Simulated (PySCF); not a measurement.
Molecule: Cyclopropylisocyanide, C$_{4}$H$_{5}$N.

Structure with atom numbers: `[C-:1]#[N+:2][CH:3]1[CH2:4][CH2:5]1`. Each H is labelled by its parent atom. Ha(C4), Ha(C5) are cis to N2 on the ring; Hb(C4), Hb(C5) are trans to N2 on the ring.

Spin–spin couplings on one PBE0-D3(BJ)/def2-SVP geometry, PySCF 2.14, gas phase, non-relativistic, equivalent pairs averaged (spin–dipole term only in couplings to heteroatoms); isotopes 13C, 1H, 15N; functional B3LYP.

How do the couplings (Hz) change with the basis set? Times are CPU seconds on shared hosts with different chips, so compare them loosely. Far from the basis limit: 6-31G-J, pcJ-0, 6-31G*, def2-TZVP, cc-pVTZ.

## Answers


```
    basis set  functions  1J(C3,H(C3))  1J(C4,Ha(C4))  1J(C4,Hb(C4))  1J(N2,C3)  1J(C4,C5)  1J(C3,C4)  1J(C1,N2)  core-s
      6-31G-J         80         195.8          178.7          177.0      -20.4       14.7       14.0        4.2     4.6
        pcJ-0         80         165.9          150.1          147.9      -11.4        7.9        7.2       22.9       4
       6-31G*         80         187.0          176.8          173.7      -26.6       24.0       25.3       -3.1     4.8
        pcJ-1        185         190.1          173.5          171.9      -21.1       16.3       15.9       -9.3      11
    def2-TZVP        185         183.2          165.8          164.3      -19.3       13.6       13.5       -5.2      13
      cc-pVTZ        220         170.0          155.0          155.0      -19.7       11.4       12.3      -45.0      20
aug-cc-pVTZ-J        330         194.2          175.9          174.4      -19.8       14.0       13.9       -6.8      34
```

The Fermi-contact term samples the wavefunction at the nucleus, which is why sets with added tight s functions (names with J) are made for couplings.
